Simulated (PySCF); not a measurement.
## Argon: a sound run and one with changed settings

Sound run: Ar [Ar], Ar+ [Ne] 3s2 3p5. Calculation: PySCF 2.14, in cc-pVTZ-DK; scalar relativity by spin-free X2C-1e. In the sound run the correlated levels freeze [Ne]. The sound run starts from symmetry-adapted Hartree-Fock orbitals and uses a fine grid where one is needed.

Changed run: basis STO-3G, all-electron and non-relativistic. This setting is unsound on purpose.

```tsv
species	method	sound run (hartree)	changed run (hartree)	converged
Ar	UHF	-528.62142	-521.22288	yes
Ar	BP86	-529.41721	-521.87363	yes
Ar	PBE0	-529.20131	-521.71168	yes
Ar	MP2	-528.82753	-521.22288	yes
Ar+	UHF	-528.08649	-520.72694	yes
Ar+	BP86	-528.83667	-521.33448	yes
Ar+	PBE0	-528.62420	-521.17237	yes
Ar+	MP2	-528.25189	-520.72694	yes
```

Ionisation energy of Ar:

```tsv
method	sound run (eV)	changed run (eV)
UHF	14.556	13.495
BP86	15.797	14.671
PBE0	15.704	14.675
MP2	15.664	13.495
SCS-MP2	15.561	13.495
```

A minimal basis cannot let orbitals breathe on ionisation and holds almost no correlation. The Hamiltonian changed with the basis, so the totals do not compare.

For comparison, NIST gives 15.760 eV between the lowest levels.
